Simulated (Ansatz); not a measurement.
System: C$_{2}$H$_{2}$F, charge 0, multiplicity 2. SMILES: [CH]=CF
Geometry: optimised at B3LYP-D3(BJ)/def2-TZVP (Ansatz, a first-principles code).

Wanted: atomisation energy, in kcal/mol. Set-up: non-relativistic; spin-orbit terms left out; atomisation electronic, to ground-state atoms; no dispersion term unless named; open shells spin-unrestricted. Ab initio and DFT rows: single points at B3LYP-D3(BJ) geometries (Ansatz). A UHF reference is markedly spin-contaminated in at least one set, which strains HF and MP2.

```
species  coefficient  E at HF/3-21G (Ansatz), Eh  E at PBE0/def2-TZVPD (Ansatz), Eh
-------  -----------  --------------------------  ---------------------------------
[CH]=CF           -1                  -175.27306                         -177.01776
C atom            +2                   -37.48107                          -37.80543
F atom            +1                   -98.84501                          -99.67703
H atom            +2                    -0.49620                           -0.50104
```

 1 Eh = 627.5095 kcal/mol.

Q: Compute it at each level from the table.

A: 
- HF/3-21G: the sum of coefficient times E is 0.47351 Eh, or 297.13 kcal/mol. Result: 297.1 kcal/mol.
- PBE0/def2-TZVPD: the sum of coefficient times E is 0.72779 Eh, or 456.70 kcal/mol. Result: 456.7 kcal/mol.
